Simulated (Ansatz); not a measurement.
**BH4+ (singlet): wave-function methods side by side at distance B1–H3 = 3.207 Å, aug-cc-pVDZ**

How much of the correlation energy of BH4+ (singlet) does each wave-function method recover here?

The runs use Ansatz 0.2.0, Gaussian basis; aug-cc-pVDZ, core rule «outside noble gas», up to 1 orbitals frozen.

Plan: UHF; CCSD(T) on RHF; CCSD(T) on UHF; BCCD(T) on RHF; CISD; CCSDT(Q) on RHF; CCSDT(Q) on UHF; CCSDTQ on RHF; CASSCF and MRCISD+Q, 2 electrons in 2 orbitals; CASSCF and NEVPT2, 2 electrons in 2 orbitals; CASSCF and MRCISD+Q, 6 electrons in 8 orbitals; CASSCF and MRCISD+Q(relaxed), 6 electrons in 8 orbitals; CASSCF and NEVPT2, 6 electrons in 8 orbitals; Full CI.

### Step 1. What is computed

The geometry derives from a PBE0/def2-TZVP stationary point (not a proven minimum). One bond is set to the value named and the two fragments are kept rigid.

5 atoms, charge 1, spin multiplicity 1.

Atoms are counted from 1 here; the program's logs count them from 0.

Bond lengths: B1–H2 1.210 Å, B1–H4 1.210 Å, B1–H5 1.210 Å. Angles: H2–B1–H4 90.0°, H2–B1–H5 180.0°, H4–B1–H5 90.0°.

### Step 2. UHF

in.yaml

```yaml
crystal:
  periodic: [false, false, false]
  atoms:
    - {symbol: B, position_ang: [0.002389, 0.095239, -0.096495]}
    - {symbol: H, position_ang: [-0.013194, 0.956665, 0.753338]}
    - {symbol: H, position_ang: [-0.054118, -2.157206, 2.185642]}
    - {symbol: H, position_ang: [0.023712, 0.945206, -0.957666]}
    - {symbol: H, position_ang: [0.017972, -0.766187, -0.946328]}
basis:
  gaussian: {orbitals: aug-cc-pVDZ}
total_charge: 1
magnetization: {spin_polarized: true, initial_magnetization: 0}
hamiltonian: {xc: hf}
output: {orbitals: {seedname: orbitals}}
```

Command:

```bash
ansatz run in.yaml --threads 1 --pin off --events-out ev --progress --plain --max-ram 2624MiB --backend cpu
```

After this run come: CCSD(T) on RHF; CCSD(T) on UHF; BCCD(T) on RHF; CISD; CCSDT(Q) on RHF; CCSDT(Q) on UHF; CCSDTQ on RHF; CASSCF and MRCISD+Q, 2 electrons in 2 orbitals; CASSCF and NEVPT2, 2 electrons in 2 orbitals; CASSCF and MRCISD+Q, 6 electrons in 8 orbitals; CASSCF and MRCISD+Q(relaxed), 6 electrons in 8 orbitals; CASSCF and NEVPT2, 6 electrons in 8 orbitals; Full CI.

Before running them: what should the planned runs give, taken together? Wanted: FCI from the RHF energy; RMP2 from FCI; UMP2 from FCI; RCCSD from FCI; RCCSD(T) from FCI; UCCSD(T) from FCI; RCCSDT(Q) from FCI; UCCSDT(Q) from FCI; NEVPT2 pair from FCI.

**Answer**, as computed:

```
                         quantity                                                                                                                               value
          FCI from the RHF energy                                                                                                                          -5.1475 eV
                    RMP2 from FCI                                                                                                                         +1629.7 meV
                    UMP2 from FCI                                                                                                                          +735.1 meV
                   RCCSD from FCI                                                                                                                          +349.5 meV
                RCCSD(T) from FCI                                                                                                                          -272.5 meV
                UCCSD(T) from FCI                                                                                                                           +72.8 meV
               RCCSDT(Q) from FCI                                                                                                                            -4.1 meV
               UCCSDT(Q) from FCI                                                                                                                            +5.6 meV
             NEVPT2 pair from FCI                                                                                                                          +638.1 meV
           MRCISD+Q pair from FCI                                                                                                                           -15.6 meV
          NEVPT2 valence from FCI                                                                                                                          +367.6 meV
levels within 1 kcal/mol (43 meV)  BCCD(T), RCCSDT, UCCSDT, RCCSDT(Q), UCCSDT(Q), RCCSDTQ, MRCISD+Q pair, MRCISD valence, MRCISD+Q valence, MRCISD+Q(relaxed) valence
                    T1 diagnostic                                                                                                                               0.175
   effectively unpaired electrons                                                                                                                                1.60
```

In words: RCCSD(T) misses by -272.5 meV, 5.3 % of the correlation energy. CCSD(T) misses by -272.5 meV on the restricted determinant and by +72.8 meV on the unrestricted one; the two need not hold the same state or core. RCCSD(T), RCCSDT(Q), MRCISD+Q pair, MRCISD+Q(relaxed) valence fall below full CI, which methods that aren't variational can do. The occupations show strong static correlation (1.6 unpaired electrons where one determinant has 0). Of the multireference levels listed MRCISD+Q valence comes nearest in total energy (+8.2 meV), which doesn't show that its space is the better one. These misses are within one basis, not against nature.
